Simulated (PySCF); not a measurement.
# C3H3NO: calculation against experiment

**Experimental background.**

NIST CCCBDB Release 22 (SRD 101), experimental dipoles lists, for the gas: dipole moment 1.503 D.

The results are set against them at the end.

Species: C₃H₃NO.
Numbering: `[cH:1]1[cH:2][o:3][cH:4][n:5]1` (hydrogens: H6 on C1; H7 on C2; H8 on C4)

Geometry (CAM-B3LYP/def2-SVP, Å), atoms numbered from 1 in this order:
```xyz
8
C3H3NO angstrom
C     -0.8429   -0.5284    0.2460
C     -0.6822    0.7417   -0.1983
O      0.6457    0.9466   -0.3829
C      1.2241   -0.2168   -0.0391
N      0.3984   -1.1274    0.3413
H     -1.7616   -1.0513    0.5028
H     -1.3499    1.5684   -0.4202
H      2.3088   -0.2719   -0.1149
```

The PySCF runs (gas phase, on this CAM-B3LYP/def2-SVP geometry; no spin–orbit coupling):

```csv
level,job,basis functions,wall time
"CAM-B3LYP/def2-SVP, grid level 1",geometry optimisation from a GFN2-xTB start,85,8.7 s
```

Hardware: one thread, Intel Xeon 6975P-C (x86_64) (shared host).

**Comparison with experiment**

**Dipole moment.** Measured: 1.503 D (NIST CCCBDB Release 22 (SRD 101), experimental dipoles).

```tsv
level	computed (D)	computed − measured (D)	% (from the printed values)
CAM-B3LYP/def2-SVP	1.544	+0.041	+3
```

The computed dipoles belong to one fixed geometry; measured ones are averaged over vibrations unless marked μe. Magnitudes are compared, not signs.

The geometry is computed, not the measured one. Where a level misses, the cause wasn't examined.
